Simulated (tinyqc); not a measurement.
The integration grid: Kohn-Sham R2SCAN on finer and finer grids in the sto-3g basis, for H2F+, spin multiplicity 1. Computed by the program tinyqc with PySCF. Self-consistent on each grid; the net force on the molecule should vanish.

Geometry (angstrom):
```
atom       x        y       z
F     0.0000   0.0000  0.0000
H     0.0000   0.7030  0.5970
H     0.0000  -0.7030  0.5970
```

Kohn-Sham energy on Becke grids (radial x angular points per atom):
```
grid       points  residual of the electron count  E (hartree)  E - finest (mhartree)  largest net force without grid terms (hartree/bohr)
10 x 14       414                       -5.73e-02   -99.062450             124.902746                                             5.32e-02
15 x 26      1150                        2.83e-02   -99.229700             -42.347009                                             5.24e-02
20 x 50      2974                       -1.51e-03   -99.177878               9.475020                                             2.36e-02
30 x 86      7724                        4.02e-05   -99.188968              -1.615287                                             2.04e-02
50 x 194    29036                       -5.39e-06   -99.186882               0.470530                                             1.72e-02
75 x 302    67880                        2.20e-08   -99.187422              -0.069523                                             5.33e-03
120 x 590  212154                       -1.20e-08   -99.187353               0.000000                                             2.71e-04
```

What does the comparison show, and why?

The energy is within 0.1 mhartree of the finest grid first at 75 x 302. The error has both signs, since quadrature is not variational. The electron count and the net force are cheap signs of a poor grid.
